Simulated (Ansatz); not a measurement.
C3H6O, SMILES `CC(C)=O` (charge 0, multiplicity 1).

All values below come from CAM-B3LYP/cc-pVTZ // B3LYP-D3(BJ)/def2-TZVP in Ansatz (a quantum-chemistry and plane-wave program).

Ansatz 0.2 input:
```yaml
crystal:
  periodic: [false, false, false]
  atoms:
    - { symbol: C, position_ang: [1.245267, -0.24827, -0.253928] }
    - { symbol: C, position_ang: [0.020495, 0.630377, -0.125287] }
    - { symbol: C, position_ang: [-1.254989, -0.054061, 0.314423] }
    - { symbol: O, position_ang: [0.058838, 1.815216, -0.361472] }
    - { symbol: H, position_ang: [2.086103, 0.334542, -0.622274] }
    - { symbol: H, position_ang: [1.496628, -0.68139, 0.717859] }
    - { symbol: H, position_ang: [1.045969, -1.083023, -0.930454] }
    - { symbol: H, position_ang: [-2.05248, 0.676875, 0.424398] }
    - { symbol: H, position_ang: [-1.099463, -0.580545, 1.259295] }
    - { symbol: H, position_ang: [-1.546265, -0.806623, -0.423133] }
basis:
  gaussian: { orbitals: cc-pVTZ }
hamiltonian:
  xc: cam_b3lyp
```

Output:

```
Functional definition: CAM-B3LYP
1019 factors; their error is unknown
270 factors; integrals over basis functions are off by at most 9.1e-6 eV
mean field evaluation 1: about -5249.0430 eV, gradient 5.8e1 eV
mean field evaluation 2: about -5248.5189 eV, gradient 6.4e1 eV
mean field evaluation 4: about -5255.4137 eV, gradient 1.9e0 eV
mean field evaluation 8: about -5255.4217 eV, gradient 7.1e-2 eV
mean field evaluation 16: about -5255.4079 eV, gradient 5.8e-5 eV
mean field -5255.40794238 eV, -193.1326796392 hartree, gradient 5.8e-5 eV, S^2 0.000000; 0 other end points of the search recorded, 0 dependent functions left out
reference -5255.40805582 eV, -193.1326838078 hartree; 16, 16 occupied and 188, 188 virtual orbitals, 1019 factors
Total energy: -5255.40805582 eV, -193.1326838078 hartree
```
